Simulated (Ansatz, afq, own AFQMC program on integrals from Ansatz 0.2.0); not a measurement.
# Where AFQMC and coupled cluster stand for In, doublet

A free In atom.

Basis def2-TZVPP with its core potentials. Noble-gas cores (and the filled d shells of Ga–Kr and In–Xe) are frozen. AFQMC by an in-house program on the Cholesky factors that Ansatz 0.2.0 writes for its CCSD(T) run. ph-AFQMC/CISD is guided by a CISD state made of CCSD amplitudes; releasing the constraint for a short imaginary time cuts its bias at the price of noise, slowly where states lie close. ± is one standard error of the sampling. No spin–orbit coupling.

Determinant: UHF, the one that the program's search chose, which needn't be the lowest solution.

Full CI on the same integrals is exact in this basis and with this determinant's frozen core.

Cautions: no spin-orbit coupling; inner d shell frozen.

```
T1 diagnostic                               : 0.0127
weight of the determinant in the CISD state : 0.946
⟨S²⟩ of the determinant                     : 0.763
size of the correlated space                : 3 electrons in 41 orbitals
```

```
  level  correlation energy (eV)
    MP2                  -0.8140
   CCSD                  -1.1269
CCSD(T)                  -1.1468
```

Problem. Estimate where AFQMC with the constraint released lies against CCSD(T) on the same integrals.

Solution. 0.5 ± 0.03 kJ/mol below CCSD(T).

Reference: full CI, correlation energy -1.154 eV. The released energy is read at 1.50 1/Eh (meV from the phaseless value at times in 1/Eh: -1.6 ± 1.2 at 0.24, -0.8 ± 0.3 at 0.50, -1.4 ± 0.3 at 1.00, -1.8 ± 0.3 at 1.50).

| level | E − E(reference) (kJ/mol) | share of correlation (%) |
| --- | --- | --- |
| CCSD(T) | 0.7 | 99.40 |
| ph-AFQMC/HF | 4.6 ± 0.8 | 95.91 |
| ph-AFQMC/CISD | 0.3 ± 0.04 | 99.73 |
| released AFQMC | 0.1 ± 0.03 | 99.88 |

A walk keeps the symmetry of its determinant, which the program's search chose and which needn't be the lowest solution, so a lower state of the same spin and another symmetry isn't excluded. Released energies are given only where the last usable release times agree within the noise; a slower fall can still hide under it.
